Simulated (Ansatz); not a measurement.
Take C in the diamond structure (space group Fd-3m, No. 227) as the base.

C has the cubic space group Fd-3m, origin choice 1 (No. 227), the diamond structure, Pearson symbol cF8. Conventional cell: a = b = c = 3.5716 Å, α = β = γ = 90.00°. C on 8b is coordinated by 4 C at 1.547 Å (tetrahedral). (Neighbours: up to the widest gap in distance over summed covalent radii, below 1.35, at either atom.)
(The calculation used a cell of 2 atoms; values per cell refer to that cell.)

Levels (all Ansatz, a first-principles code, PAW, earlier PAW set): PBE (420 eV, no SOC); r2SCAN (500 eV, spin-orbit coupling left out).

Levels that relaxed their own cell: PBE and r2SCAN.

| level | band gap | lattice parameter a |
|---|---|---|
| PBE | 4.13 eV | 3.572 Å |
| r2SCAN | 4.36 eV | 3.560 Å |

Measured: band gap 5.48 eV (0 K or low temperature; as listed in arXiv:1206.3780); lattice parameter a 3.553 Å (static lattice; corrected from measurement; as listed in Daniel Mejia-Rodriguez, S. B. Trickey, Phys. Rev. B (2018)).

Computed minus measured — band gap: PBE -1.35 eV, r2SCAN -1.12 eV (closest: r2SCAN); lattice parameter a: PBE +0.5 %, r2SCAN +0.2 % (closest: r2SCAN). Measured values not marked as corrected hold thermal and zero-point effects that the static-lattice runs lack. A measured gap can be an optical one, lowered by exciton binding.

Stability against distortions was not tested.
